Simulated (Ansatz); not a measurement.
Basis-set series for CH5AlO. The species carries charge 0 and has multiplicity 1. The bonds changed during the relaxation, so this is another structure than the one it started from. The structure was optimised at the PBE0-D4/def2-TZVP level. It is one conformer, not always the lowest.

Cartesian coordinates in Å:
```
O 1.047 -0.244 0.125
C -0.140 0.290 0.908
Al -0.658 -0.383 -0.842
H 1.678 0.455 -0.066
H -0.006 1.355 1.087
H -0.172 -0.262 1.844
H -0.664 0.683 -2.020
H -1.086 -1.894 -1.039
```

```tsv
functional	basis	functions	energy (Eh)	HOMO (eV)	LUMO (eV)
PBE0-D4	def2-SVP	71	-358.32275	-7.35	-0.05
PBE0-D4	def2-QZVPP	334	-358.56130	-7.40	-0.56
ωB97M-V	def2-SVP	71	-358.49406	-9.63	1.64
ωB97M-V	def2-QZVPP	334	-358.73731	-9.70	0.65
```

Give the rows for def2-TZVPP. (Estimate.)

Ansatz gave: 
```tsv
functional	basis	functions	energy (Eh)	HOMO (eV)	LUMO (eV)
PBE0-D4	def2-TZVPP	174	-358.54687	-7.39	-0.34
ωB97M-V	def2-TZVPP	174	-358.72331	-9.69	1.19
```

Positive LUMOs are unbound and depend on the basis.
